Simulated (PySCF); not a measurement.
Working out the ionisation energy of S

S [Ne] 3s2 3p4 (3P) → S⁺ [Ne] 3s2 3p3 (4S). Computed with PySCF 2.14 in aug-cc-pVDZ-DK, with the spin-free X2C one-electron Hamiltonian (Gaussian nucleus). Frozen: [Ne]. Energies in hartree (1 hartree = 27.21139 eV):

```json
{"part": "UHF", "S (lower)": "-398.578623", "S⁺ (upper)": "-398.240256"}
{"part": "CCSD correlation", "S (lower)": "-0.109773", "S⁺ (upper)": "-0.088293"}
{"part": "(T)", "S (lower)": "-0.001990", "S⁺ (upper)": "-0.001174"}
```

Q: What does Hartree-Fock give?

A: (-398.240256) − (-398.578623) = 0.338367 hartree = 9.207 eV.

Q: What do CCSD and CCSD(T) give?

A: The CCSD correlation energies differ by 0.021480 hartree = 0.585 eV and the triples by 0.000816 hartree = 0.022 eV, so CCSD gives 9.792 eV and CCSD(T) 9.814 eV.

Measured between the centres of the two terms (NIST): 10.336 eV, so CCSD(T) (valence) is off by -0.522 eV.

A double-zeta basis recovers only part of the correlation energy.

What remains against the reference includes basis incompleteness, the frozen core and higher excitations.
